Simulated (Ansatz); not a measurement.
# SiH5 (doublet): from Hartree-Fock to the top rungs at distance Si1–H5 along a hydrogen transfer = 1.528 Å, cc-pVTZ

One table from this session's results is given with a row withheld; the runs are named, their logs left out.

Computed with Ansatz 0.2.0, Gaussian basis. Level: cc-pVTZ, core rule «outside noble gas», up to 5 orbitals frozen.

Plan: UHF; CCSD(T) on ROHF; CCSD(T) on UHF; BCCD(T) on ROHF; CISD; CCSDT(Q) on ROHF; CCSDT(Q) on UHF; CASSCF and NEVPT2, 3 electrons in 3 orbitals; CASSCF and NEVPT2, 9 electrons in 9 orbitals.

### The system

The geometry derives from fragments relaxed apart (PBE0/def2-TZVP) and kept rigid, so it is no stationary point. A hydrogen atom is moved between rigid fragments.

6 atoms, charge 0, spin multiplicity 2.

Atoms are counted from 1 here; the program's logs count them from 0.

Bond lengths: Si1–H2 1.485 Å, Si1–H3 1.485 Å, Si1–H4 1.485 Å, Si1–H5 1.528 Å. Angles: H2–Si1–H3 109.5°, H2–Si1–H4 109.5°, H2–Si1–H5 109.5°, H3–Si1–H4 109.5°, H3–Si1–H5 109.5°, H4–Si1–H5 109.5°.

Set-up of the first run:

in.yaml reads:

```yaml
crystal:
  periodic: [false, false, false]
  atoms:
    - {symbol: Si, position_ang: [-0.078303, 0.000000, 0.000000]}
    - {symbol: H, position_ang: [-0.573175, 1.399708, 0.000000]}
    - {symbol: H, position_ang: [-0.573175, -0.699854, 1.212183]}
    - {symbol: H, position_ang: [-0.573175, -0.699854, -1.212183]}
    - {symbol: H, position_ang: [1.449697, 0.000000, 0.000000]}
    - {symbol: H, position_ang: [2.451697, 0.000000, 0.000000]}
basis:
  gaussian: {orbitals: cc-pVTZ}
magnetization: {spin_polarized: true, initial_magnetization: 1}
hamiltonian: {xc: hf}
output: {orbitals: {seedname: orbitals}}
```

Run with:

```console
$ ansatz run in.yaml --threads 1 --pin off --events-out ev --progress --plain --max-ram 4096MiB --backend cpu
```

Among the steps run: UHF; CCSD(T) on ROHF; CCSD(T) on UHF; BCCD(T) on ROHF; CISD; CCSDT(Q) on ROHF; CCSDT(Q) on UHF; CASSCF and NEVPT2, 3 electrons in 3 orbitals; CASSCF and NEVPT2, 9 electrons in 9 orbitals.

One table of the session follows, with a row left open; its other results are not shown here.

```
        method  from UCCSDT(Q) (kcal/mol)
          ROHF                    +125.33
           UHF                          ?
          RMP2                     +24.46
          UMP2                     +24.58
          CISD                     +10.99
         RCCSD                      +3.67
         UCCSD                      +3.59
      RCCSD(T)                      +0.66
      UCCSD(T)                      +0.67
       BCCD(T)                      +0.65
        RCCSDT                      +0.10
        UCCSDT                      +0.08
     RCCSDT(Q)                      +0.01
     UCCSDT(Q)                          0
   CASSCF pair                    +113.74
   NEVPT2 pair                     +24.89
CASSCF valence                     +86.51
NEVPT2 valence                     +26.06
```

**Question.** Estimate the row for UHF.

**Answer.** from UCCSDT(Q) (kcal/mol): +121.71. In the column «from UCCSDT(Q) (kcal/mol)» it lies between CASSCF pair (+113.74) and ROHF (+125.33).

Limits of these values: Restricted and unrestricted rows rest on different reference determinants; where their highest levels disagree by more than a few hundredths of an eV, they describe different states and don't form one ladder.
